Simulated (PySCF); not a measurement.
Simulated C 1s region for `NC[C@H]1[C@H]2C[C@@H]12`, binding energy against the vacuum level.

Every computed line was given a Gaussian of 0.4 eV full width at half maximum and an area set by the number of equivalent atoms; the highest printed point is 100. Computed, not measured: delta-SCF UKS SCAN, pcX-2 on the ionised atom, pcseg-1 elsewhere, spin-free X2C (PySCF).

| binding energy (eV) | intensity |
| --- | --- |
| 290.1 | 0 |
| 290.2 | 2 |
| 290.3 | 7 |
| 290.4 | 22 |
| 290.5 | 49 |
| 290.6 | 80 |
| 290.7 | 100 |
| 290.8 | 100 |
| 290.9 | 85 |
| 291.0 | 65 |
| 291.1 | 46 |
| 291.2 | 29 |
| 291.3 | 14 |
| 291.4 | 5 |
| 291.5 | 2 |
| 291.6 | 0 |

Question: Count the maxima, the lines and the sites behind this envelope.

Answer: The curve has 1 maximum (at 290.7 eV). Under it lie 4 lines from 4 inequivalent carbon sites. At this width some lines have no maximum of their own.

Question: Decompose the envelope and assign each component. Numbering: `[NH2:1][CH2:2][C@H:3]1[C@H:4]2[CH2:5][C@@H:6]12`.

Answer: 
```tsv
position (eV)	relative area	line	atoms	environment
290.65	2	C 1s	C4/C6	sp3 carbon at a ring junction
290.77	1	C 1s	C3	three-membered-ring carbon
290.88	1	C 1s	C5	three-membered-ring carbon
291.09	1	C 1s	C2	sp3 carbon bound to nitrogen
```

The listed C 1s values span 0.44 eV, from C4/C6 (bonded to 3 C and H) to C2 (bonded to N, C and 2 H).

Shake-up satellites, vibrational structure and lifetime widths aren't simulated. One atom of each set of topologically equivalent atoms was ionised and stands for the set; in this conformer not all members are related by symmetry, and their own values weren't computed. One conformer (not necessarily the lowest) at the GFN2-xTB geometry, without solvent, vibrations or thermal averaging.

The values belong to the conformer `[NH2:1][CH2:2][C@H:3]1[C@H:4]2[CH2:5][C@@H:6]12`: N1–C2–C3–C4 -142°, H–N1–C2–C3 60°, H–N1–C2–C3 -57°.
